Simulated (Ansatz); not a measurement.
`C[O][MgH]` + H–F → `[F][MgH]` + CH₃OH at 600 K and 1 bar (ligand exchange at a Mg–O bond).

Calculated with Ansatz (gas phase, PBE0-D4/def2-TZVP geometries, no zero-point term in ΔE). CCSD(T)/CBS is the MP2 limit (def2-TZVPP, def2-QZVPP) plus CCSD(T) − MP2 in def2-TZVPP, frozen cores. This one scheme is used for every species. For Mg outer-core shells are correlated without core-valence functions, which leaves a few kJ/mol of doubt a bond.

```json
{"species": "`C[O][MgH]`", "CCSD(T)/CBS energy (Eh)": "-315.53638", "H − E (kJ/mol)": "163.1", "S (J/(mol·K))": "342.7"}
{"species": "H–F", "CCSD(T)/CBS energy (Eh)": "-100.39570", "H − E (kJ/mol)": "42.3", "S (J/(mol·K))": "194.0"}
{"species": "`[F][MgH]`", "CCSD(T)/CBS energy (Eh)": "-300.33731", "H − E (kJ/mol)": "44.5", "S (J/(mol·K))": "263.1"}
{"species": "CH₃OH", "CCSD(T)/CBS energy (Eh)": "-115.61712", "H − E (kJ/mol)": "163.6", "S (J/(mol·K))": "277.3"}
```

H − E and S are ideal-gas, rigid-rotor, harmonic terms from PBE0-D4/def2-TZVP. 1 Eh = 2625.50 kJ/mol, R = 8.31446 J/(mol·K).

Problem. By hand: ΔE, ΔH, ΔS and ΔG.

Solution. ΔE = (-300.33731) + (-115.61712) − (-315.53638) − (-100.39570) = -0.02235 Eh = -58.7 kJ/mol. Δ(H − E) = 44.5 + 163.6 − 163.1 − 42.3 = 2.7, so ΔH = -56.0 kJ/mol. ΔS = 263.1 + 277.3 − 342.7 − 194.0 = 3.7 J/(mol·K). ΔG = -56.0 − 600 × (3.7)/1000 = -58.2 kJ/mol.

Problem. By hand: the equilibrium constant, and the temperature at which ΔG would vanish if ΔH and ΔS stayed fixed.

Solution. log₁₀ K = −ΔG/(RT ln 10) = 5.1. ΔH and −TΔS have one sign here, so there is no such temperature.

The number of gas molecules stays the same, so ΔS is small and ΔH decides. A doubt of 5 kJ/mol in ΔE shifts log₁₀ K by 0.4 here. These are equilibria of isolated gas molecules and say nothing of rates. Largest T1 diagnostic: 0.011 (customary marks: 0.02 for closed shells, 0.045 for open ones).

ΔS is within the doubt of such terms, so its sign, and with it that verdict, could turn.
